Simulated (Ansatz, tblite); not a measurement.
# The cluster Zn2Te: a ladder of methods and basis sets

The task here is to estimate one member of a computed series from the others.

Computed with Ansatz 0.2.0, Gaussian basis. Level: as each input shows.

Plan: GFN1-xTB, GFN2-xTB, PBE-D4/def2-TZVP, r2SCAN-D4/def2-TZVP, B97M-V/def2-TZVP, LDA/def2-TZVP, r2SCANh-D4/def2-TZVP, HSE06-D4/def2-TZVP, PBE-QIDH/def2-TZVP, PBE-D4/def2-SVP, PBE0-D4/def2-SVP, PBE0-D4/def2-TZVPD, PBE-D4/def2-TZVPD, r2SCAN-D4/def2-TZVPD, CCSD(T)/def2-TZVPP, MP2/def2-TZVP, RPA/def2-TZVP.

6 further runs of the same task are left out: 6 set aside as unsound or not needed. Runs told in other sessions of the task aren't counted.

## The relaxed structure

The singlet was relaxed beforehand with PBE-D4/def2-TZVP. At that level it is the lowest of the isomers that a small search found.

3 atoms, charge 0, spin multiplicity 1.

Bond lengths: Zn1–Te3 2.548 Å, Zn2–Te3 2.550 Å. Angles: Zn1–Te3–Zn2 179.7°.

Te takes a core potential in the def2 sets. No spin-orbit coupling is included.

PBE0-D4/def2-TZVP was run before; its log isn't repeated, and its numbers join the tables.

Set-up of the first run:

Tight binding, by tblite at 300 K electronic temperature and without a spin-polarisation term:

```python
tblite.interface.Calculator('GFN1-xTB', numbers, positions, charge=0, uhf=0).singlepoint()
```

Tight binding, by tblite at 300 K electronic temperature and without a spin-polarisation term:

```python
tblite.interface.Calculator('GFN2-xTB', numbers, positions, charge=0, uhf=0).singlepoint()
```

start.molden holds the orbitals of an earlier run on this state, given as this run's starting guess.

Input file in.yaml:

```yaml
crystal:
  periodic: [false, false, false]
  atoms:
    - {symbol: Zn, position_ang: [-2.325060, 1.022558, -0.211561]}
    - {symbol: Zn, position_ang: [2.323611, -1.026727, 0.211630]}
    - {symbol: Te, position_ang: [0.001449, 0.004159, -0.000079]}
basis:
  gaussian: {orbitals: def2-TZVP, initial_orbitals: start.molden}
hamiltonian: {xc: pbe, dispersion: d4}
scf: {omitted_lower_state_checks: [starts]}
output: {orbitals: {seedname: orbitals}}
```

The run is started by

```
$ ansatz run in.yaml --threads 4 --pin off --events-out ev --progress --plain --max-ram 3916MiB
```

Among the steps run: PBE-D4/def2-TZVP; r2SCAN-D4/def2-TZVP; B97M-V/def2-TZVP; LDA/def2-TZVP; r2SCANh-D4/def2-TZVP; HSE06-D4/def2-TZVP; PBE-QIDH/def2-TZVP; PBE-D4/def2-SVP; PBE0-D4/def2-SVP; PBE0-D4/def2-TZVPD; PBE-D4/def2-TZVPD; r2SCAN-D4/def2-TZVPD; CCSD(T)/def2-TZVPP; MP2/def2-TZVP; RPA/def2-TZVP.

One of the session's tables, all rows but one given; the rest of the session is left out.

It belongs to the step «Levels side by side». 

```
               level  HOMO (eV)  LUMO (eV)  gap (eV)
       LDA/def2-TZVP      -5.27      -4.33      0.95
     PBE-D4/def2-SVP      -4.64      -3.74      0.90
    PBE-D4/def2-TZVP      -5.09      -4.09      0.99
   PBE-D4/def2-TZVPD      -5.10      -4.10      0.99
 r2SCAN-D4/def2-TZVP      -5.32      -4.15      1.17
r2SCAN-D4/def2-TZVPD      -5.32      -4.15      1.17
    B97M-V/def2-TZVP      -5.22      -4.06      1.16
r2SCANh-D4/def2-TZVP      -5.65      -3.94      1.71
    PBE0-D4/def2-SVP      -5.59      -3.25      2.35
   PBE0-D4/def2-TZVP      -5.97      -3.54      2.43
  PBE0-D4/def2-TZVPD      -5.98      -3.55      2.43
  HSE06-D4/def2-TZVP          ?          ?         ?
```

Q: Estimate the row for HSE06-D4/def2-TZVP from the others.

As computed: HOMO (eV): -5.58; LUMO (eV): -3.85; gap (eV): 1.73. In the column «HOMO (eV)» it lies between PBE0-D4/def2-SVP (-5.59) and r2SCAN-D4/def2-TZVP (-5.32).
